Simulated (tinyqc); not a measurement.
Worked calculation (part 2 of 2): ROHF in the sto-3g basis, for OH+, spin multiplicity 3. Computed by tinyqc, a small Python program that keeps every step (integrals from PySCF). Command: `OMP_NUM_THREADS=1 python tinyqc.py 29826 29827 out.jsonl` (the two numbers bound the seeds that draw the settings). One thread of a shared host (Intel(R) Xeon(R) Processor @ 2.60GHz), about 0.07 s of CPU time with the checks.

Geometry (angstrom):
```
atom       x       y       z
O     0.0000  0.0000  0.0000
H     0.0000  0.0000  0.9500
```

## Iteration 3: diagonalisation and new density

effective F (hartree), order 1O 1s, 1O 2s, 1O 2px, 1O 2py, 1O 2pz, 2H 1s:
$$\begin{pmatrix}
-21.1538 & -5.3606 & 0.0000 & 0.0000 & -0.0215 & -1.2612 \\
-5.3606 & -3.0545 & 0.0000 & 0.0000 & -0.1402 & -1.2998 \\
0.0000 & 0.0000 & -0.7407 & 0.0000 & 0.0000 & 0.0000 \\
0.0000 & 0.0000 & 0.0000 & -0.7407 & 0.0000 & 0.0000 \\
-0.0215 & -0.1402 & 0.0000 & 0.0000 & -1.0915 & -0.7851 \\
-1.2612 & -1.2998 & 0.0000 & 0.0000 & -0.7851 & -1.0452
\end{pmatrix}$$

X, order 1O 1s, 1O 2s, 1O 2px, 1O 2py, 1O 2pz, 2H 1s:
$$\begin{pmatrix}
1.0232 & -0.1344 & 0.0000 & 0.0000 & -0.0094 & 0.0246 \\
-0.1344 & 1.1497 & 0.0000 & 0.0000 & 0.1034 & -0.3307 \\
0.0000 & 0.0000 & 1.0000 & 0.0000 & 0.0000 & 0.0000 \\
0.0000 & 0.0000 & 0.0000 & 1.0000 & 0.0000 & 0.0000 \\
-0.0094 & 0.1034 & 0.0000 & 0.0000 & 1.0837 & -0.2684 \\
0.0246 & -0.3307 & 0.0000 & 0.0000 & -0.2684 & 1.2076
\end{pmatrix}$$

Diagonalise F' = X^T F X, C = X C', fill 5 alpha and 3 beta electrons from the bottom; D(s) = C_occ C_occ^T. Each column has its largest component positive (the first on a tie).

F' = X^T F X (hartree):
$$\begin{pmatrix}
-20.7828 & -2.6801 & 0.0000 & 0.0000 & -0.0395 & -0.1933 \\
-2.6801 & -1.9921 & 0.0000 & 0.0000 & 0.0538 & -0.5630 \\
0.0000 & 0.0000 & -0.7407 & 0.0000 & 0.0000 & 0.0000 \\
0.0000 & 0.0000 & 0.0000 & -0.7407 & 0.0000 & 0.0000 \\
-0.0395 & 0.0538 & 0.0000 & 0.0000 & -0.8897 & -0.5501 \\
-0.1933 & -0.5630 & 0.0000 & 0.0000 & -0.5501 & -0.4149
\end{pmatrix}$$

orbital energies (hartree): MO1 -21.1612, MO2 -1.8425, MO3 -1.1613, MO4 -0.7407, MO5 -0.7407, MO6 0.0855

coefficients C, order 1O 1s, 1O 2s, 1O 2px, 1O 2py, 1O 2pz, 2H 1s:
$$\begin{pmatrix}
0.9948 & -0.2447 & 0.0884 & 0.0000 & 0.0000 & 0.0909 \\
0.0224 & 0.9259 & -0.4334 & 0.0000 & 0.0000 & -0.6438 \\
0.0000 & 0.0000 & 0.0000 & 0.9965 & -0.0832 & 0.0000 \\
0.0000 & 0.0000 & 0.0000 & 0.0832 & 0.9965 & 0.0000 \\
0.0036 & 0.1761 & 0.7893 & 0.0000 & 0.0000 & -0.7766 \\
-0.0063 & 0.1396 & 0.3503 & 0.0000 & 0.0000 & 1.2240
\end{pmatrix}$$

D(alpha) after iteration 3, order 1O 1s, 1O 2s, 1O 2px, 1O 2py, 1O 2pz, 2H 1s:
$$\begin{pmatrix}
1.0574 & -0.2425 & 0.0000 & 0.0000 & 0.0303 & -0.0095 \\
-0.2425 & 1.0456 & 0.0000 & 0.0000 & -0.1790 & -0.0227 \\
0.0000 & 0.0000 & 1.0000 & 0.0000 & 0.0000 & 0.0000 \\
0.0000 & 0.0000 & 0.0000 & 1.0000 & 0.0000 & 0.0000 \\
0.0303 & -0.1790 & 0.0000 & 0.0000 & 0.6541 & 0.3010 \\
-0.0095 & -0.0227 & 0.0000 & 0.0000 & 0.3010 & 0.1422
\end{pmatrix}$$

D(beta) after iteration 3, order 1O 1s, 1O 2s, 1O 2px, 1O 2py, 1O 2pz, 2H 1s:
$$\begin{pmatrix}
1.0574 & -0.2425 & 0.0000 & 0.0000 & 0.0303 & -0.0095 \\
-0.2425 & 1.0456 & 0.0000 & 0.0000 & -0.1790 & -0.0227 \\
0.0000 & 0.0000 & 0.0000 & 0.0000 & 0.0000 & 0.0000 \\
0.0000 & 0.0000 & 0.0000 & 0.0000 & 0.0000 & 0.0000 \\
0.0303 & -0.1790 & 0.0000 & 0.0000 & 0.6541 & 0.3010 \\
-0.0095 & -0.0227 & 0.0000 & 0.0000 & 0.3010 & 0.1422
\end{pmatrix}$$

Within a degenerate level the vectors are fixed only up to a rotation; this is one choice.

## Iteration 6 (converged): orbitals

converged F (hartree), order 1O 1s, 1O 2s, 1O 2px, 1O 2py, 1O 2pz, 2H 1s:
$$\begin{pmatrix}
-21.1696 & -5.3638 & 0.0000 & 0.0000 & -0.0217 & -1.2620 \\
-5.3638 & -3.0609 & 0.0000 & 0.0000 & -0.1376 & -1.3022 \\
0.0000 & 0.0000 & -0.7483 & 0.0000 & 0.0000 & 0.0000 \\
0.0000 & 0.0000 & 0.0000 & -0.7483 & 0.0000 & 0.0000 \\
-0.0217 & -0.1376 & 0.0000 & 0.0000 & -1.0935 & -0.7866 \\
-1.2620 & -1.3022 & 0.0000 & 0.0000 & -0.7866 & -1.0486
\end{pmatrix}$$

As before.

F' = X^T F X (hartree):
$$\begin{pmatrix}
-20.7986 & -2.6807 & 0.0000 & 0.0000 & -0.0402 & -0.1933 \\
-2.6807 & -1.9977 & 0.0000 & 0.0000 & 0.0572 & -0.5641 \\
0.0000 & 0.0000 & -0.7483 & 0.0000 & 0.0000 & 0.0000 \\
0.0000 & 0.0000 & 0.0000 & -0.7483 & 0.0000 & 0.0000 \\
-0.0402 & 0.0572 & 0.0000 & 0.0000 & -0.8907 & -0.5519 \\
-0.1933 & -0.5641 & 0.0000 & 0.0000 & -0.5519 & -0.4172
\end{pmatrix}$$

orbital energies (hartree): MO1 -21.1769, MO2 -1.8474, MO3 -1.1659, MO4 -0.7483, MO5 -0.7483, MO6 0.0861

coefficients C, order 1O 1s, 1O 2s, 1O 2px, 1O 2py, 1O 2pz, 2H 1s:
$$\begin{pmatrix}
0.9949 & -0.2449 & 0.0876 & 0.0000 & 0.0000 & 0.0910 \\
0.0224 & 0.9271 & -0.4306 & 0.0000 & 0.0000 & -0.6440 \\
0.0000 & 0.0000 & 0.0000 & 0.4394 & 0.8983 & 0.0000 \\
0.0000 & 0.0000 & 0.0000 & 0.8983 & -0.4394 & 0.0000 \\
0.0036 & 0.1724 & 0.7890 & 0.0000 & 0.0000 & -0.7777 \\
-0.0063 & 0.1392 & 0.3524 & 0.0000 & 0.0000 & 1.2234
\end{pmatrix}$$

D(alpha) after iteration 6, order 1O 1s, 1O 2s, 1O 2px, 1O 2py, 1O 2pz, 2H 1s:
$$\begin{pmatrix}
1.0574 & -0.2425 & 0.0000 & 0.0000 & 0.0305 & -0.0095 \\
-0.2425 & 1.0453 & 0.0000 & 0.0000 & -0.1798 & -0.0229 \\
0.0000 & 0.0000 & 1.0000 & 0.0000 & 0.0000 & 0.0000 \\
0.0000 & 0.0000 & 0.0000 & 1.0000 & 0.0000 & 0.0000 \\
0.0305 & -0.1798 & 0.0000 & 0.0000 & 0.6523 & 0.3020 \\
-0.0095 & -0.0229 & 0.0000 & 0.0000 & 0.3020 & 0.1436
\end{pmatrix}$$

D(beta) after iteration 6, order 1O 1s, 1O 2s, 1O 2px, 1O 2py, 1O 2pz, 2H 1s:
$$\begin{pmatrix}
1.0574 & -0.2425 & 0.0000 & 0.0000 & 0.0305 & -0.0095 \\
-0.2425 & 1.0453 & 0.0000 & 0.0000 & -0.1798 & -0.0229 \\
0.0000 & 0.0000 & 0.0000 & 0.0000 & 0.0000 & 0.0000 \\
0.0000 & 0.0000 & 0.0000 & 0.0000 & 0.0000 & 0.0000 \\
0.0305 & -0.1798 & 0.0000 & 0.0000 & 0.6523 & 0.3020 \\
-0.0095 & -0.0229 & 0.0000 & 0.0000 & 0.3020 & 0.1436
\end{pmatrix}$$

Within a degenerate level the vectors are fixed only up to a rotation; this is one choice.

## Convergence

Stop when the energy changes by less than 1e-08 hartree and every element of the error matrix X^T (F D S - S D F) X is below 3e-05.

Course of the cycle:
```
iteration  E (hartree)     change  largest element of the error matrix
1           -69.643465          -                             1.03e+00
2           -74.010433  -4.37e+00                             1.80e-01
3           -74.027318  -1.69e-02                             2.58e-02
4           -74.027648  -3.29e-04                             3.43e-03
5           -74.027653  -5.79e-06                             2.29e-05
6           -74.027653  -3.33e-10                             3.31e-06
```

PySCF ROHF in the same basis = -74.027653 hartree

Converged in 6 iterations.

## Populations, bond orders and dipole

overlap S, order 1O 1s, 1O 2s, 1O 2px, 1O 2py, 1O 2pz, 2H 1s:
$$\begin{pmatrix}
1.0000 & 0.2367 & 0.0000 & 0.0000 & 0.0000 & 0.0549 \\
0.2367 & 1.0000 & 0.0000 & 0.0000 & 0.0000 & 0.4795 \\
0.0000 & 0.0000 & 1.0000 & 0.0000 & 0.0000 & 0.0000 \\
0.0000 & 0.0000 & 0.0000 & 1.0000 & 0.0000 & 0.0000 \\
0.0000 & 0.0000 & 0.0000 & 0.0000 & 1.0000 & 0.3959 \\
0.0549 & 0.4795 & 0.0000 & 0.0000 & 0.3959 & 1.0000
\end{pmatrix}$$

Mulliken: Z minus the diagonal of D S on the atom; Loewdin: the same with S^(1/2) D S^(1/2); Mayer order: 2 sum_s sum (D(s) S)_ij (D(s) S)_ji over the two atoms.

Charges (e):
```
atom  Mulliken  Loewdin  Mulliken spin
1O      0.5034   0.6244         2.0000
2H      0.4966   0.3756         0.0000
```

Mayer bond orders:
```
pair   order
2-1   0.7534
```

dipole moment about the origin, x y z (debye): [0.0000, 0.0000, 2.5924]
